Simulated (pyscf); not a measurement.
H₂N–SiH₂–F (SMILES N[SiH2]F) + H₂O (SMILES O) → H₂N–SiH₂–OH (SMILES N[SiH2]O) + HF (SMILES F) (four-centre exchange; singlet surface; F–Si, H–O broken, O–Si, F–H formed). Optimised with ωB97X-D3(BJ)/def2-SVP in PySCF. Correlated levels are frozen-core, on RHF or UHF. ΔMP2 is the change of the MP2 total energy from the triple- to the quadruple-zeta basis. Energies in kJ/mol from the separated reactants.

| level | barrier | reaction energy |
|---|---|---|
| PBE/def2-TZVP | 82.9 | +50.2 |
| r²SCAN/def2-TZVP | 85.9 | +51.2 |
| PBE0-D3(BJ)/def2-TZVP | 88.6 | +47.4 |
| M06-2X/def2-TZVP | 95.6 | +47.6 |
| ωB97M-D3(BJ)/def2-TZVP | 96.3 | +49.7 |
| CCSD/def2-TZVPP | 116.3 | +48.3 |
| CCSD(T)/def2-TZVPP + ΔMP2(QZVPP) | 108.8 | +48.3 |

Of the functionals in the table, ωB97M-D3(BJ) is closest to CCSD(T)/def2-TZVPP + ΔMP2(QZVPP) in the barrier (12.5 kJ/mol apart) and PBE least close (26.0 kJ/mol); that level has limits of its own. On the product side the descent ends in a bound adduct, 39.1 kJ/mol under the separated species and 87.4 kJ/mol under the saddle at ωB97X-D3(BJ)/def2-TZVP. At ωB97X-D3(BJ) the barrier from the zero used here is 96.9 kJ/mol. The same reactants have a lower exit, to HO–SiH₂–F + NH₃ (barrier +58.0 kJ/mol at ωB97M-D3(BJ), against +96.3 kJ/mol here). One saddle was located; it need not be the lowest between these sides. The CCSD(T) − MP2 part came from Ansatz, without density fitting, on the same reference.
